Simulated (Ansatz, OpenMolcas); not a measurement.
## Worked example: vertical ionisation energy of CH2N (SMILES C=[N])

CH2N has 4 atoms, charge 0, and is taken as a doublet. As SMILES, `C=[N]`. The shape is that of a GFN2-xTB optimisation.

Both states at this one shape; open shells run unrestricted unless said. 1 Eh = 27.2114 eV.

| level | program | doublet CH2N (Eh) | singlet CH2N+ (Eh) |
| --- | --- | --- | --- |
| U-r2SCAN0/STO-3G | Ansatz | -92.712901 | -92.352504 |
| U-wB97M-V/STO-3G | Ansatz | -92.748462 | -92.408060 |
| RPA@PBE/STO-3G, 2 core orbitals frozen | Ansatz | -92.414219 | -92.114783 |
| ROCCSD(T)/STO-3G, 2 core orbitals frozen | OpenMolcas | -92.358709 | -92.045507 |

Task: Work out the vertical ionisation energy at each level.

Result: 
1. U-r2SCAN0/STO-3G: -92.352504 − (-92.712901) = 0.360397 Eh = 9.81 eV.
2. U-wB97M-V/STO-3G: -92.408060 − (-92.748462) = 0.340402 Eh = 9.26 eV.
3. RPA@PBE/STO-3G: -92.114783 − (-92.414219) = 0.299436 Eh = 8.15 eV.
4. ROCCSD(T)/STO-3G: -92.045507 − (-92.358709) = 0.313202 Eh = 8.52 eV.

No measured value is set beside it here; the levels span 8.15 to 9.81 eV. Minimal sets are far from the basis-set limit.
